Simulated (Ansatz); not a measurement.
# BHS+ (quartet): wave-function methods side by side, def2-TZVPP

The task here is to estimate one member of a computed series from the others.

The runs use Ansatz 0.2.0, Gaussian basis; def2-TZVPP, core rule «outside noble gas», up to 6 orbitals frozen.

To be run: UHF; ROHF; CCSD(T) on UHF.

2 further runs of the same task are left out: 2 set aside as unsound or not needed.

**The geometry**

The geometry is a PBE0/def2-TZVP stationary point (not a proven minimum) of the parent state, kept for this charge and spin.

3 atoms, charge 1, spin multiplicity 4.

Atoms are counted from 1 here; the program's logs count them from 0.

Bond lengths: B1–S2 1.769 Å, B1–H3 1.201 Å. Angles: S2–B1–H3 116.3°.

Geometry (Å):

```xyz
3

B     0.0000   -0.1942    1.2660
S     0.0000    0.0402   -0.4877
H     0.0000    0.8027    1.9354
```

The first run:

Input file in.yaml:

```yaml
crystal:
  periodic: [false, false, false]
  atoms:
    - {symbol: B, position_ang: [0.000000, -0.194210, 1.266050]}
    - {symbol: S, position_ang: [0.000000, 0.040248, -0.487697]}
    - {symbol: H, position_ang: [0.000000, 0.802670, 1.935360]}
basis:
  gaussian: {orbitals: def2-TZVPP}
total_charge: 1
magnetization: {spin_polarized: true, initial_magnetization: 3}
hamiltonian: {xc: hf}
output: {orbitals: {seedname: orbitals}}
```

On the command line:

```
> ansatz run in.yaml --threads 1 --pin off --events-out ev --progress --plain --max-ram 4096MiB --backend cpu
```

Steps of the session up to this table: UHF; ROHF; CCSD(T) on UHF.

One table of the session follows, with a row left open; its other results are not shown here.

| method | from UCCSD(T) (kcal/mol) |
| --- | --- |
| ROHF | +138.82 |
| UHF | +134.16 |
| UMP2 | +26.60 |
| UCCSD | ? |
| UCCSD(T) | 0 |

**Question.** Estimate the row for UCCSD.

**Answer.** from UCCSD(T) (kcal/mol): +4.68. In the column «from UCCSD(T) (kcal/mol)» it lies between UCCSD(T) (0) and UMP2 (+26.60).
